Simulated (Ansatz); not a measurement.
in.yaml

```yaml
crystal:
  periodic: [false, false, false]
  atoms:
    - {symbol: O, position_ang: [0.000000, 0.000000, -1.855228]}
    - {symbol: Ge, position_ang: [0.000000, 0.000000, -0.227715]}
    - {symbol: Si, position_ang: [0.000000, 0.000000, 2.082943]}
basis:
  gaussian: {orbitals: cc-pVTZ}
magnetization: {spin_polarized: false, initial_magnetization: 2}
correlation: {method: bccd_t, electrons: outside_noble_gas}
```

```sh
$ ansatz run in.yaml --threads 2 --pin off --events-out ev --progress --plain --max-ram 16896MiB --backend cuda --devices 0, --max-vram 18GiB
```

Log:

```
678 factors; integrals over basis functions are off by at most 1.3e-3 eV
mean field evaluation 1: about -66366.1365 eV, gradient 5.0e1 eV
mean field evaluation 2: about -66366.2483 eV, gradient 5.1e1 eV
mean field evaluation 4: about -66371.0546 eV, gradient 2.1e1 eV
mean field evaluation 8: about -66372.6763 eV, gradient 1.7e0 eV
mean field evaluation 16: about -66372.6974 eV, gradient 9.1e-5 eV
mean field evaluation 32: about -66363.6627 eV, gradient 3.1e1 eV
mean field evaluation 64: about -66371.4204 eV, gradient 1.8e0 eV
mean field evaluation 96: about -66372.3014 eV, gradient 5.2e0 eV
mean field evaluation 128: about -66367.1528 eV, gradient 7.8e0 eV
mean field evaluation 160: about -66367.9657 eV, gradient 3.8e0 eV
...
cycle   3  -11.71502606 eV  change   -1.5e-2 eV  update   7.8e-3
cycle   4  -11.70357227 eV  change    1.1e-2 eV  update   4.2e-3
cycle   5  -11.70526714 eV  change   -1.7e-3 eV  update   2.8e-3
cycle   6  -11.70484795 eV  change    4.2e-4 eV  update   1.5e-3
cycle   7  -11.70448268 eV  change    3.7e-4 eV  update   7.3e-4
cycle   8  -11.70477431 eV  change   -2.9e-4 eV  update   2.8e-4
cycle   9  -11.70483668 eV  change   -6.2e-5 eV  update   1.0e-4
cycle  10  -11.70482039 eV  change    1.6e-5 eV  update   5.1e-5
cycle  11  -11.70478596 eV  change    3.4e-5 eV  update   2.3e-5
cycle  12  -11.70479845 eV  change   -1.2e-5 eV  update   1.4e-5
perturbative correction -0.81671174 eV, -0.0300136029 hartree
Total energy: -66385.21886184 eV, -2439.6117956552 hartree
```

Ran on 2 threads of AMD EPYC 7R13 with a shared H100 80 GB, shared host: 29 s wall, 0.85 GiB peak host memory.
